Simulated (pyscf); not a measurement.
PySCF, gas phase, ωB97X-D3(BJ)/def2-SVP geometries. Correlated levels are frozen-core, on RHF or UHF. ΔMP2 is the change of the MP2 total energy from the triple- to the quadruple-zeta basis.

Problem. HO–Ge:–Cl (SMILES [OH][Ge][Cl]) [singlet] → O=Ge: (SMILES [O]=[Ge]) [singlet] + HCl (SMILES Cl)
Surface: singlet. Broken: Cl–Ge, H–O. Formed: Cl–H. Give ΔE‡ and ΔE from MP2/def2-QZVPP, relative to the reactant's lowest minimum found.

Solution. ΔE‡ = 39.9 kcal/mol, ΔE = +39.6 kcal/mol. CCSD(T)/def2-TZVPP + ΔMP2(QZVPP) gives 42.5 kcal/mol and +42.0 kcal/mol. Zero-point energy shifts the barrier by -3.4 kcal/mol. It is an elimination, with an imaginary mode of 581i cm⁻¹. On the product side the descent ends in a complex, 7.2 kcal/mol under the separated species and 2.4 kcal/mol under the saddle at ωB97X-D3(BJ)/def2-TZVP. At ωB97X-D3(BJ) the barrier from the zero used here is 45.9 kcal/mol. This is the saddle that the search found; another between the same sides may lie lower. The CCSD(T) − MP2 part came from Ansatz, without density fitting, on the same reference. The frozen core leaves the outer d or s,p core shells of the metals and heavy elements correlated in the MP2 and CC values, and def2-TZVPP describes them poorly, which can shift differences by a few kcal/mol. Elements up to Kr have no core potential and no relativistic terms here.
